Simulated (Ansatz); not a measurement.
System: litharge PbO. Method: PBE (Ansatz, a quantum-chemistry and plane-wave program, plane waves, PAW).

Rigid layers of the crystal as relaxed at this level are moved apart or together:

```csv
run,k mesh,layer repeat (Å),energy against free layers (meV/Å²),gap on the mesh (eV)
1,8×8×8,4.72,3.72,1.077
2,8×8×8,4.87,0.91,1.184
3,8×8×8,5.02,-1.01,1.303
4,8×8×8,5.22,-2.55,1.475
5,8×8×6,5.52,-3.41,1.739
6,8×8×6,6.02,-3.01,1.791
7,8×8×6,7.02,-1.26,1.838
8,8×8×4,9.02,-0.14,2.166
```

The lowest energy of these points lies at a layer repeat of 5.52 Å.

Spin–orbit coupling is not included.

Note: the cell comes from a level without a dispersion term, which matters for the spacing of layers, chains or molecules.
